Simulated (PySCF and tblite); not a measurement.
Results of a calculation; reference values are marked as such.
C₂H₆S, numbered as in [CH3:1][CH2:2][SH:3].

The ensemble was built from 90 distance-geometry starts (ETKDG and KDG, MMFF94s, GFN2-xTB) and rests on PBE0-D3(BJ)/def2-SVP geometries. Free energies are PBE0-D3(BJ)/def2-TZVP single points with GFN2-xTB rigid-rotor and vibrational terms (modes under about 100 cm⁻¹ blended into free rotors). Symmetry numbers and mirror images are counted. Conformers within 4 kcal/mol (GFN2-xTB free energy) were kept, 5 at most. GIAO shieldings: PBE0/pcSseg-1. Shifts are against TMS (¹H), TMS (¹³C) at the same level. Programs: PySCF with density fitting and tblite.

Torsions listed: C1–C2–S3–H3. Of a mirror pair one member is shown.

```
conformer  shape   symmetry  E(GFN2) kcal/mol  E(DFT) kcal/mol
        1    64°  C1 (pair)              0.00             0.00
        2  -178°         Cs              1.35             0.57
```

(1) How much do the weights at 298.15 K and the averaged shift of C1 depend on how the conformers are weighted?

Answers

(1) 
| weighting | 1 (%) | 2 (%) | δ (ppm) | rms dipole (D) |
| --- | --- | --- | --- | --- |
| DFT energy with thermal terms, symmetry and mirror images (full scheme) | 77 | 23 | 21.2 | 1.67 |
| DFT energy with symmetry and mirror images | 84 | 16 | 21.7 | 1.67 |
| bare DFT energy | 72 | 28 | 20.9 | 1.66 |
| GFN2-xTB energy with symmetry and mirror images | 95 | 5 | 22.5 | 1.67 |
| GFN2-xTB free energy | 92 | 8 | 22.3 | 1.67 |
| leading conformer alone | 100 | 0 | 22.9 | 1.67 |
| equal weights | 50 | 50 | 19.3 | 1.66 |
| full scheme, search stopped after three starts | 100 | 0 | 22.9 | 1.67 |

The largest departure from the full scheme, 1.9 ppm, comes with: equal weights.
